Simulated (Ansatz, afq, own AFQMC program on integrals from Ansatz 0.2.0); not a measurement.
**Al2H (quartet): quantum Monte Carlo beside coupled cluster at distance Al1–Al2 = 8.015 Å, 6-31G**

How near does AFQMC come to the top of the ladder for Al2H (quartet)?

Method: 6-31G, frozen cores; program: Ansatz 0.2.0, Gaussian basis, and an in-house AFQMC program (afq) on its integrals; all values are calculated.

To be run: Full CI; PBE (unrestricted); CCSD(T) on UHF; r2SCAN (unrestricted); Full CI; PBE0 (unrestricted); B3LYP (unrestricted); Full CI (sextet); wB97M-V (unrestricted); B2PLYP (unrestricted); CCSDT(Q) on UHF; CCSDTQ on UHF; Phaseless AFQMC, CISD trial on UHF; Phaseless AFQMC, single-determinant trial on UHF; Free-projection AFQMC, CID trial on UHF.

14 further runs of the same task are left out: 2 that didn't finish, 12 set aside as unsound or not needed.

**1. The geometry**

The geometry derives from a PBE0/def2-TZVP stationary point (not a proven minimum). One bond is set to the value named and the two fragments are kept rigid.

3 atoms, charge 0, spin multiplicity 4.

Atoms are counted from 1 here; the program's logs count them from 0.

Bond lengths: Al1–H3 1.583 Å.

Coordinates:

```xyz
3
charge 0, multiplicity 4
Al    0.0000    0.0000    2.1439
Al    0.0000    0.0000   -5.8711
H     0.0000    0.0000    3.7272
```

**2. Full CI**

in.yaml

```yaml
crystal:
  periodic: [false, false, false]
  atoms:
    - {symbol: Al, position_ang: [0.000000, 0.000000, 2.143918]}
    - {symbol: Al, position_ang: [0.000000, 0.000000, -5.871082]}
    - {symbol: H, position_ang: [0.000000, 0.000000, 3.727165]}
basis:
  gaussian: {orbitals: 6-31G}
magnetization: {spin_polarized: false, initial_magnetization: 3}
correlation: {method: fci, electrons: outside_noble_gas}
```

Run with:

```sh
> ansatz run in.yaml --threads 1 --pin off --events-out ev --progress --plain --max-ram 16896MiB --backend cuda --devices 0, --max-vram 18GiB
```

What it wrote (excerpt; [...] marks lines left out):

```text
Functional definition: HF
  name "HF"
  cite "Fock, Z. Phys. 61, 126 (1930) doi:10.1007/BF01340294"
  parent pbe
[...]
525 factors; integrals over basis functions are off by at most 6.0e-8 eV
[...]
mean field -13176.79601225 eV, -484.2383218972 hartree, gradient 1.3e-9 eV, S^2 3.750000; 16 other end points of the search recorded, 0 dependent functions left out
[...]
determinant -13176.79601225 eV, -484.2383218972 hartree, with singles and doubles -13178.35965808 eV, -484.2957848215 hartree
determinant -13176.79246152 eV, -484.2381914100 hartree, with singles and doubles -13178.35688772 eV, -484.2956830127 hartree
determinant -13176.79106265 eV, -484.2381400026 hartree, with singles and doubles -13178.35544615 eV, -484.2956300358 hartree
determinant -13176.79601225 eV, -484.2383218972 hartree, with singles and doubles -13178.36127297 eV, -484.2958441674 hartree
determinant -13176.79246152 eV, -484.2381914100 hartree, with singles and doubles -13178.35852939 eV, -484.2957433430 hartree
determinant -13176.79106265 eV, -484.2381400026 hartree, with singles and doubles -13178.35708683 eV, -484.2956903298 hartree
10 core orbitals not correlated: weight in the atoms' cores, before any rotation towards them, 1.000 or more for the frozen orbitals, at most 0.000 for the correlated occupied ones
reference -13176.79601225 eV, -484.2383218972 hartree; 5, 2 occupied and 13, 16 virtual orbitals, 525 factors
state -13178.38000290 eV, -484.2965324799 hartree
Total energy: -13178.38000290 eV, -484.2965324799 hartree
```

It took 21 s on 1 × NVIDIA H100 80GB HBM3 with 1 thread of AMD EPYC 7R13 (Zen 3), shared host; peak host memory 1.6 GiB.

From the report: 327,824 determinants, symmetry B1.

**3. PBE (unrestricted)**

Changes to in.yaml since step 2:

```diff
@@ -8,3 +8,4 @@
   gaussian: {orbitals: 6-31G}
-magnetization: {spin_polarized: false, initial_magnetization: 3}
-correlation: {method: fci, electrons: outside_noble_gas}
+magnetization: {spin_polarized: true, initial_magnetization: 3}
+hamiltonian: {xc: {name: PBE}}
+output: {orbitals: {seedname: orbitals}}
```

Run with:

```sh
> ansatz run in.yaml --threads 1 --pin off --events-out ev --progress --plain --max-ram 5632MiB --backend cpu
```

What it wrote (excerpt; [...] marks lines left out):

```text
Functional definition: PBE
  name "PBE"
  cite "Perdew, Burke & Ernzerhof, Phys. Rev. Lett. 77, 3865 (1996) doi:10.1103/PhysRevLett.77.3865"
  parent pbe
[...]
308 factors; integrals over basis functions are off by at most 1.5e-4 eV
[...]
mean field -13196.21359330 eV, -484.9519048388 hartree, gradient 9.1e-6 eV, S^2 3.750654; 15 other end points of the search recorded, 0 dependent functions left out
reference -13196.21364491 eV, -484.9519067356 hartree; 15, 12 occupied and 13, 16 virtual orbitals, 308 factors
Total energy: -13196.21364491 eV, -484.9519067356 hartree
```

It took 12 s on 1 thread of AMD EPYC 7R13 (Zen 3), shared host; peak memory 1.6 GiB.

From the report: ⟨S²⟩ of the determinant 3.751 (pure quartet: 3.75).

**4. CCSD(T) on UHF**

Changes to in.yaml since step 3:

```diff
@@ -9,3 +9,2 @@
 magnetization: {spin_polarized: true, initial_magnetization: 3}
-hamiltonian: {xc: {name: PBE}}
-output: {orbitals: {seedname: orbitals}}
+correlation: {method: ccsd_t, electrons: outside_noble_gas, hamiltonian_folder: ham}
```

Run with:

```sh
> ansatz run in.yaml --threads 1 --pin off --events-out ev --progress --plain --max-ram 16896MiB --backend cuda --devices 0, --max-vram 18GiB
```

What it wrote (excerpt; [...] marks lines left out):

```text
Functional definition: HF
  name "HF"
  cite "Fock, Z. Phys. 61, 126 (1930) doi:10.1007/BF01340294"
  parent pbe
[...]
308 factors; integrals over basis functions are off by at most 1.5e-4 eV
[...]
mean field -13176.81164192 eV, -484.2388962769 hartree, gradient 1.3e-9 eV, S^2 3.753227; 31 other end points of the search recorded, 0 dependent functions left out
determinant -13176.81164192 eV, -484.2388962769 hartree, with singles and doubles -13178.36149815 eV, -484.2958524426 hartree
determinant -13176.80799189 eV, -484.2387621407 hartree, with singles and doubles -13178.35872219 eV, -484.2957504282 hartree
determinant -13176.80658482 eV, -484.2387104318 hartree, with singles and doubles -13178.35727990 eV, -484.2956974248 hartree
determinant -13175.56384994 eV, -484.1930407674 hartree, with singles and doubles -13176.85953086 eV, -484.2406561628 hartree
[...]
determinant -13173.67070426 eV, -484.1234689470 hartree, with singles and doubles -13174.92964267 eV, -484.1697340802 hartree
determinant -13176.81164192 eV, -484.2388962769 hartree, with singles and doubles -13178.36309853 eV, -484.2959112556 hartree
determinant -13176.80799189 eV, -484.2387621407 hartree, with singles and doubles -13178.36034096 eV, -484.2958099169 hartree
determinant -13176.80658482 eV, -484.2387104318 hartree, with singles and doubles -13178.35889836 eV, -484.2957569022 hartree
10 core orbitals not correlated: weight in the atoms' cores, before any rotation towards them, 1.000 or more for the frozen orbitals, at most 0.000 for the correlated occupied ones
reference -13176.81164192 eV, -484.2388962769 hartree; 5, 2 occupied and 13, 16 virtual orbitals, 308 factors
second order -0.93453109 eV of doubles, -0.00000000 eV of singles
cycle   1  -1.55145868 eV  change   -2.1e-6 eV  update   1.9e-6
perturbative correction -0.01082462 eV, -0.0003977976 hartree
Total energy: -13178.37392522 eV, -484.2963091292 hartree
```

It took 23 s on 1 × NVIDIA H100 80GB HBM3 with 1 thread of AMD EPYC 7R13 (Zen 3), shared host; peak host memory 1.6 GiB.

From the report: ⟨S²⟩ of the determinant 3.753 (pure quartet: 3.75); correlation -1.5623 eV; T1 0.015; largest double amplitude 0.11.

This run also writes the integrals to the folder ham.

**5. r2SCAN (unrestricted)**

Changes to in.yaml since step 4:

```diff
@@ -9,2 +9,2 @@
 magnetization: {spin_polarized: true, initial_magnetization: 3}
-correlation: {method: ccsd_t, electrons: outside_noble_gas, hamiltonian_folder: ham}
+hamiltonian: {xc: {name: r2SCAN}}
```

Run with:

```sh
> ansatz run in.yaml --threads 1 --pin off --events-out ev --progress --plain --max-ram 5632MiB --backend cpu
```

What it wrote (excerpt; [...] marks lines left out):

```text
Functional definition: r2SCAN
  name "r2SCAN"
  cite "Furness, Kaplan, Ning, Perdew & Sun, J. Phys. Chem. Lett. 11, 8208 (2020) doi:10.1021/acs.jpclett.0c02405"
  cite "Furness, Kaplan, Ning, Perdew & Sun, J. Phys. Chem. Lett. 11, 9248 (2020) doi:10.1021/acs.jpclett.0c03077"
  parent r2scan
[...]
308 factors; integrals over basis functions are off by at most 1.5e-4 eV
[...]
mean field -13202.11963645 eV, -485.1689479215 hartree, gradient 3.9e-6 eV, S^2 3.751678; 12 other end points of the search recorded, 0 dependent functions left out
reference -13202.11966003 eV, -485.1689487880 hartree; 15, 12 occupied and 13, 16 virtual orbitals, 308 factors
Total energy: -13202.11966003 eV, -485.1689487880 hartree
```

It took 23 s on 1 thread of AMD EPYC 7R13 (Zen 3), shared host; peak memory 1.6 GiB.

From the report: ⟨S²⟩ of the determinant 3.752 (pure quartet: 3.75).

**6. Full CI**

in.yaml

```yaml
hamiltonian:
  integrals:
    folder: ../ham
correlation: {method: fci}
```

Run with:

```sh
> ansatz run in.yaml --threads 1 --pin off --events-out ev --progress --plain --max-ram 16896MiB --backend cuda --devices 0, --max-vram 18GiB
```

What it wrote:

```text
Functional definition: HF
  name "HF"
  cite "Fock, Z. Phys. 61, 126 (1930) doi:10.1007/BF01340294"
  parent pbe
  exchange = exact_x
  correlation = 0
reference -13176.81164192 eV, -484.2388962769 hartree; 5, 2 occupied and 13, 16 virtual orbitals, 308 factors
state -13178.38027721 eV, -484.2965425605 hartree
Total energy: -13178.38027721 eV, -484.2965425605 hartree
```

Run time: 14 s. Hardware: 1 × NVIDIA H100 80GB HBM3 with 1 thread of AMD EPYC 7R13 (Zen 3), shared host; peak host memory 1.6 GiB.

From the report: 327,824 determinants.

**7. PBE0 (unrestricted)**

in.yaml

```yaml
crystal:
  periodic: [false, false, false]
  atoms:
    - {symbol: Al, position_ang: [0.000000, 0.000000, 2.143918]}
    - {symbol: Al, position_ang: [0.000000, 0.000000, -5.871082]}
    - {symbol: H, position_ang: [0.000000, 0.000000, 3.727165]}
basis:
  gaussian: {orbitals: 6-31G}
magnetization: {spin_polarized: true, initial_magnetization: 3}
hamiltonian: {xc: {name: PBE0}}
output: {orbitals: {seedname: orbitals}}
```

Run with:

```sh
> ansatz run in.yaml --threads 1 --pin off --events-out ev --progress --plain --max-ram 5632MiB --backend cpu
```

What it wrote (excerpt; [...] marks lines left out):

```text
Functional definition: PBE0
  name "PBE0"
  cite "Adamo & Barone, J. Chem. Phys. 110, 6158 (1999) doi:10.1063/1.478522"
  cite "Perdew, Burke & Ernzerhof, Phys. Rev. Lett. 77, 3865 (1996) doi:10.1103/PhysRevLett.77.3865"
  parent pbe
[...]
308 factors; integrals over basis functions are off by at most 1.5e-4 eV
[...]
mean field -13197.52672863 eV, -485.0001616722 hartree, gradient 2.1e-6 eV, S^2 3.751560; 12 other end points of the search recorded, 0 dependent functions left out
reference -13197.52676713 eV, -485.0001630871 hartree; 15, 12 occupied and 13, 16 virtual orbitals, 308 factors
Total energy: -13197.52676713 eV, -485.0001630871 hartree
```

Wall time 8 s (1 thread of AMD EPYC 7R13 (Zen 3), shared host); peak memory 1.6 GiB.

From the report: ⟨S²⟩ of the determinant 3.752 (pure quartet: 3.75).

**8. B3LYP (unrestricted)**

Changes to in.yaml since step 7:

```diff
@@ -9,3 +9,2 @@
 magnetization: {spin_polarized: true, initial_magnetization: 3}
-hamiltonian: {xc: {name: PBE0}}
-output: {orbitals: {seedname: orbitals}}
+hamiltonian: {xc: {name: B3LYP}}
```

Launched as before.

What it wrote (excerpt; [...] marks lines left out):

```text
Functional definition: B3LYP
  name "B3LYP"
  cite "Stephens, Devlin, Chabalowski & Frisch, J. Phys. Chem. 98, 11623 (1994) doi:10.1021/j100096a001"
  cite "Becke, Phys. Rev. A 38, 3098 (1988) doi:10.1103/PhysRevA.38.3098"
  cite "Lee, Yang & Parr, Phys. Rev. B 37, 785 (1988) doi:10.1103/PhysRevB.37.785"
  cite "Vosko, Wilk & Nusair, Can. J. Phys. 58, 1200 (1980) doi:10.1139/p80-159"
[...]
308 factors; integrals over basis functions are off by at most 1.5e-4 eV
[...]
mean field -13204.94453626 eV, -485.2727610746 hartree, gradient 5.2e-6 eV, S^2 3.752089; 14 other end points of the search recorded, 0 dependent functions left out
reference -13204.94481197 eV, -485.2727712067 hartree; 15, 12 occupied and 13, 16 virtual orbitals, 308 factors
Total energy: -13204.94481197 eV, -485.2727712067 hartree
```

It took 7.5 s on 1 thread of AMD EPYC 7R13 (Zen 3), shared host; peak memory 1.6 GiB.

From the report: ⟨S²⟩ of the determinant 3.752 (pure quartet: 3.75).

**9. Full CI (sextet)**

Changes to in.yaml since step 8:

```diff
@@ -8,3 +8,3 @@
   gaussian: {orbitals: 6-31G}
-magnetization: {spin_polarized: true, initial_magnetization: 3}
-hamiltonian: {xc: {name: B3LYP}}
+magnetization: {spin_polarized: false, initial_magnetization: 5}
+correlation: {method: fci, electrons: outside_noble_gas}
```

Run with:

```sh
> ansatz run in.yaml --threads 1 --pin off --events-out ev --progress --plain --max-ram 16896MiB --backend cuda --devices 0, --max-vram 18GiB
```

What it wrote (excerpt; [...] marks lines left out):

```text
Functional definition: HF
  name "HF"
  cite "Fock, Z. Phys. 61, 126 (1930) doi:10.1007/BF01340294"
  parent pbe
[...]
525 factors; integrals over basis functions are off by at most 6.0e-8 eV
[...]
mean field -13174.45920318 eV, -484.1524457477 hartree, gradient 1.6e-6 eV, S^2 8.750000; 16 other end points of the search recorded, 0 dependent functions left out
[...]
determinant -13174.45920318 eV, -484.1524457477 hartree, with singles and doubles -13175.29329559 eV, -484.1830980783 hartree
determinant -13174.45798186 eV, -484.1524008649 hartree, with singles and doubles -13175.29204343 eV, -484.1830520623 hartree
determinant -13174.45507889 eV, -484.1522941827 hartree, with singles and doubles -13175.28998450 eV, -484.1829763981 hartree
determinant -13174.45920318 eV, -484.1524457477 hartree, with singles and doubles -13175.29378924 eV, -484.1831162198 hartree
determinant -13174.45798186 eV, -484.1524008649 hartree, with singles and doubles -13175.29253636 eV, -484.1830701772 hartree
determinant -13174.45507889 eV, -484.1522941827 hartree, with singles and doubles -13175.29047372 eV, -484.1829943764 hartree
10 core orbitals not correlated: weight in the atoms' cores, before any rotation towards them, 1.000 or more for the frozen orbitals, at most 0.000 for the correlated occupied ones
reference -13174.45920318 eV, -484.1524457477 hartree; 6, 1 occupied and 12, 17 virtual orbitals, 525 factors
state -13175.30859253 eV, -484.1836602305 hartree
Total energy: -13175.30859253 eV, -484.1836602305 hartree
```

It took 22 s on 1 × NVIDIA H100 80GB HBM3 with 1 thread of AMD EPYC 7R13 (Zen 3), shared host; peak host memory 1.6 GiB.

From the report: 85,344 determinants, symmetry A2.

**10. wB97M-V (unrestricted)**

Changes to in.yaml since step 9:

```diff
@@ -8,3 +8,4 @@
   gaussian: {orbitals: 6-31G}
-magnetization: {spin_polarized: false, initial_magnetization: 5}
-correlation: {method: fci, electrons: outside_noble_gas}
+magnetization: {spin_polarized: true, initial_magnetization: 3}
+hamiltonian: {xc: {name: wB97M-V}}
+output: {orbitals: {seedname: orbitals}}
```

Run with:

```sh
> ansatz run in.yaml --threads 1 --pin off --events-out ev --progress --plain --max-ram 5632MiB --backend cpu
```

What it wrote (excerpt; [...] marks lines left out):

```text
Functional definition: wB97M-V
  name "wB97M-V"
  cite "Mardirossian & Head-Gordon, J. Chem. Phys. 144, 214110 (2016) doi:10.1063/1.4952647"
  cite "Becke, J. Chem. Phys. 107, 8554 (1997) doi:10.1063/1.475007"
  cite "Vydrov & Van Voorhis, J. Chem. Phys. 133, 244103 (2010) doi:10.1063/1.3521275"
  # Of w^i u^j: cxij and so on, Table III.
[...]
  gx(w, u) = 1 - cx + cx01*u + cx10*w
  gss(w, u) = css00 + css04*u^4 + css10*w + css20*w^2 + css43*w^4*u^3
  gos(w, u) = cos00 + cos10*w + (cos20 + cos21*u)*w^2 + (cos60 + cos61*u)*w^6
[...]
      + integral(e_c_pw_mod_opposite_spin*gos(b97_w_opposite, b97_u_opposite)) + vv10(b, c)
308 factors; integrals over basis functions are off by at most 1.5e-4 eV
151 factors; integrals over basis functions are off by at most 6.7e-6 eV
[...]
mean field -13202.64053416 eV, -485.1880905591 hartree, gradient 1.0e-6 eV, S^2 3.752000; 3 other end points of the search recorded, 0 dependent functions left out
reference -13202.64058493 eV, -485.1880924250 hartree; 15, 12 occupied and 13, 16 virtual orbitals, 308 factors
Total energy: -13202.64058493 eV, -485.1880924250 hartree
```

Run time: 18 s. Hardware: 1 thread of AMD EPYC 7R13 (Zen 3), shared host; peak memory 1.6 GiB.

From the report: ⟨S²⟩ of the determinant 3.752 (pure quartet: 3.75).

**11. B2PLYP (unrestricted)**

Changes to in.yaml since step 10:

```diff
@@ -9,3 +9,3 @@
 magnetization: {spin_polarized: true, initial_magnetization: 3}
-hamiltonian: {xc: {name: wB97M-V}}
-output: {orbitals: {seedname: orbitals}}
+hamiltonian: {xc: {name: B2PLYP}}
+correlation: {electrons: outside_noble_gas}
```

The command is unchanged.

What it wrote (excerpt; [...] marks lines left out):

```text
Functional definition: B2PLYP
  name "B2PLYP"
  cite "Grimme, J. Chem. Phys. 124, 034108 (2006) doi:10.1063/1.2148954"
  cite "Becke, Phys. Rev. A 38, 3098 (1988) doi:10.1103/PhysRevA.38.3098"
  cite "Lee, Yang & Parr, Phys. Rev. B 37, 785 (1988) doi:10.1103/PhysRevB.37.785"
[...]
308 factors; integrals over basis functions are off by at most 1.5e-4 eV
[...]
mean field -13196.56911775 eV, -484.9649701217 hartree, gradient 4.1e-10 eV, S^2 3.753820; 6 other end points of the search recorded, 0 dependent functions left out
10 core orbitals not correlated: weight in the atoms' cores, before any rotation towards them, 1.000 or more for the frozen orbitals, at most 0.000 for the correlated occupied ones
reference -13196.56929104 eV, -484.9649764898 hartree; 5, 2 occupied and 13, 16 virtual orbitals, 308 factors
second order -1.25899916 eV of doubles, -0.00000000 eV of singles
Total energy: -13196.90922082 eV, -484.9774686786 hartree
```

Run time: 7.5 s. Hardware: 1 thread of AMD EPYC 7R13 (Zen 3), shared host; peak memory 1.6 GiB.

From the report: ⟨S²⟩ of the determinant 3.754 (pure quartet: 3.75).

**12. CCSDT(Q) on UHF**

Changes to in.yaml since step 11:

```diff
@@ -9,3 +9,2 @@
 magnetization: {spin_polarized: true, initial_magnetization: 3}
-hamiltonian: {xc: {name: B2PLYP}}
-correlation: {electrons: outside_noble_gas}
+correlation: {method: ccsdt_q, electrons: outside_noble_gas}
```

Run with:

```sh
> ansatz run in.yaml --threads 1 --pin off --events-out ev --progress --plain --max-ram 16896MiB --backend cuda --devices 0, --max-vram 18GiB
```

What it wrote (excerpt; [...] marks lines left out):

```text
Functional definition: HF
  name "HF"
  cite "Fock, Z. Phys. 61, 126 (1930) doi:10.1007/BF01340294"
  parent pbe
[...]
525 factors; integrals over basis functions are off by at most 6.0e-8 eV
[...]
mean field -13176.81170124 eV, -484.2388984569 hartree, gradient 1.2e-9 eV, S^2 3.753227; 31 other end points of the search recorded, 0 dependent functions left out
determinant -13176.81170124 eV, -484.2388984569 hartree, with singles and doubles -13178.36156131 eV, -484.2958547637 hartree
determinant -13176.80804910 eV, -484.2387642432 hartree, with singles and doubles -13178.35878209 eV, -484.2957526295 hartree
determinant -13176.80664182 eV, -484.2387125265 hartree, with singles and doubles -13178.35734025 eV, -484.2956996427 hartree
determinant -13175.56393560 eV, -484.1930439152 hartree, with singles and doubles -13176.85961554 eV, -484.2406592750 hartree
[...]
determinant -13176.81170124 eV, -484.2388984569 hartree, with singles and doubles -13178.36316165 eV, -484.2959135752 hartree
determinant -13176.80804910 eV, -484.2387642432 hartree, with singles and doubles -13178.36040107 eV, -484.2958121258 hartree
determinant -13176.80664182 eV, -484.2387125265 hartree, with singles and doubles -13178.35895846 eV, -484.2957591108 hartree
10 core orbitals not correlated: weight in the atoms' cores, before any rotation towards them, 1.000 or more for the frozen orbitals, at most 0.000 for the correlated occupied ones
reference -13176.81170124 eV, -484.2388984569 hartree; 5, 2 occupied and 13, 16 virtual orbitals, 525 factors
second order -0.93454653 eV of doubles, -0.00000000 eV of singles
cycle   1  -1.28664468 eV  change   -3.5e-1 eV  update   7.1e-2
[...]
cycle  15  -1.56856010 eV  change    1.7e-8 eV  update   3.1e-7
perturbative correction -0.00005077 eV, -0.0000018658 hartree
Total energy: -13178.38031211 eV, -484.2965438430 hartree
```

It took 28 s on 1 × NVIDIA H100 80GB HBM3 with 1 thread of AMD EPYC 7R13 (Zen 3), shared host; peak host memory 1.6 GiB.

From the report: ⟨S²⟩ of the determinant 3.753 (pure quartet: 3.75); correlation -1.5686 eV; T1 0.015; largest double amplitude 0.11.

[end of part 1 of 2]
